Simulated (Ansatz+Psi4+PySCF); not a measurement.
**doublet COS(+): levels of theory in one basis**

```xyz
3

O    -0.0020    0.0072   -1.7059
C     0.0062   -0.0040   -0.5138
S     0.0033    0.0078    1.0395
```

Basis set: cc-pVTZ on C, O; cc-pV(T+d)Z on S (spherical functions). Correlated methods keep 7 orbitals frozen. Correlation on ROHF uses semicanonical orbitals with singles. Charge 1, multiplicity 2.

Computed with Ansatz (development build ahead of 0.2.0) and Psi4 1.11; each method stands on the lowest determinant of its kind that the runs found.

| method | E − E(ROHF) (eV) | <S²> of the determinant |
| --- | --- | --- |
| ROHF | 0.00 | 0.75 |
| UHF | -0.49 | 0.97 |
| ROHF-MP2 | -14.29 | – |
| ROHF-CCSD | -14.47 | – |
| UHF-CCSD | -14.51 | 0.97 |
| ROHF-CCSD(T) | -15.30 | – |
| UHF-CCSD(T) | -15.28 | 0.97 |

Task: What does UHF-MP2 give on the same scale?

Result: -13.58 eV.

Caution for UHF, UHF-MP2, UHF-CCSD, UHF-CCSD(T): the unrestricted determinant is spin contaminated. Caution for UHF-MP2, UHF-CCSD, UHF-CCSD(T): large amplitudes, a single reference is doubtful.
